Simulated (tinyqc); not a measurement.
Inside a calculation. Method: Hueckel theory of the pi electrons, for the molecule c1ccsc1 (SMILES; centres numbered as the heavy atoms are written). One step of it, computed by the program tinyqc.

Problem. Energy, charges, bond orders. E = sum n x; q_r = z_r - P_rr; bond order p = P_rs; free valence = sqrt(3) - sum of p over the bonds of the atom.

x values: 1.947411  1.000000  0.618034  -0.947411  -1.618034

occupations: 2.000000  2.000000  2.000000  0.000000  0.000000

charge and bond-order matrix P:
```
           1C         2C         3C         4S         5C
1C   1.099007   0.546220  -0.101769  -0.230602   0.792658
2C   0.546220   1.099007   0.792658  -0.230602  -0.101769
3C  -0.101769   0.792658   1.050885   0.449078  -0.396329
4S  -0.230602  -0.230602   0.449078   1.700217   0.449078
5C   0.792658  -0.101769  -0.396329   0.449078   1.050885
```

Centres:
```
centre  z_r, pi electrons of the neutral centre         h
1C                                            1  0.000000
2C                                            1  0.000000
3C                                            1  0.000000
4S                                            2  1.000000
5C                                            1  0.000000
```

Bonds:
```
i  j         k
1  2         1
2  3         1
3  4  0.650000
4  5  0.650000
5  1         1
```

Give: pi energy = 6 alpha + this times beta; pi charges; Bond orders and lengths from R = 1.517 - 0.180 p; free valence of the carbons; gap between the highest filled and the next level.

Solution.

pi energy = 6 alpha + this times beta = 7.131

pi charges: 1C -0.099, 2C -0.099, 3C -0.051, 4S 0.300, 5C -0.051

Bond orders and lengths from R = 1.517 - 0.180 p (angstrom, C-C alone):
```
bond      p      R
1-2   0.546  1.419
2-3   0.793  1.374
3-4   0.449      -
4-5   0.449      -
5-1   0.793  1.374
```

free valence of the carbons: 1C 0.393, 2C 0.393, 3C 0.490, 5C 0.490

gap between the highest filled and the next level = 1.565 |beta|
